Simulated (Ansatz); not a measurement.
**OH, doublet: up the ladder of correlation methods**

Computed with Ansatz's Gaussian-basis code (development build); BCCD by scripts on PySCF. Nonrelativistic, 6-31G, 1 core orbital frozen. Perturbation and coupled-cluster methods stand on the Hartree–Fock determinant that coupled cluster favours; RHF here means ROHF, with semicanonical perturbation theory. The state met can change along the bond. A minimal or small basis: far from the basis limit. The unrestricted determinant is a mixture of spins, so it may stand for another state.

Correlation energy of CCSD(T), then each method's total less that of CCSD(T), in eV:

| case | E corr CCSD(T) | CCSD | BCCD | BCCD(T) | determinant |
| --- | --- | --- | --- | --- | --- |
| 1.067 Å RHF | -2.859 | +0.019 | +0.022 | 0.000 | – |
| 1.358 Å RHF | -3.363 | +0.039 | +0.044 | +0.001 | – |
| 1.601 Å RHF | -3.931 | +0.071 | +0.076 | +0.001 | – |
| 1.601 Å UHF | -2.641 | +0.057 | +0.067 | -0.005 | ⟨S²⟩ = 1.434 |
| 1.794 Å RHF | -4.502 | +0.108 | +0.113 | +0.002 | – |
| 2.134 Å RHF | -5.665 | +0.162 | +0.162 | +0.003 | 0.49 eV over the lowest such Hartree–Fock solution met |
| 2.134 Å UHF | -1.768 | +0.046 | +0.056 | -0.002 | ⟨S²⟩ = 1.698 |
| 2.764 Å UHF | -1.593 | +0.011 | +0.013 | 0.000 | ⟨S²⟩ = 1.746 |

(1) How far does full CI lie from CCSD(T) in each case, and where is CCSD(T) within 1 kcal/mol (0.043 eV)?

Results:

(1) 1.067 Å RHF: -0.010 eV (within); 1.358 Å RHF: -0.017 eV (within); 1.601 Å RHF: -0.023 eV (within); 1.601 Å UHF: -0.029 eV (within, spin-contaminated determinant); 1.794 Å RHF: -0.023 eV (within); 2.134 Å RHF: -0.012 eV (within); 2.134 Å UHF: -0.053 eV (outside, spin-contaminated determinant); 2.764 Å UHF: -0.020 eV (within, spin-contaminated determinant).

Several Brueckner solutions were met.
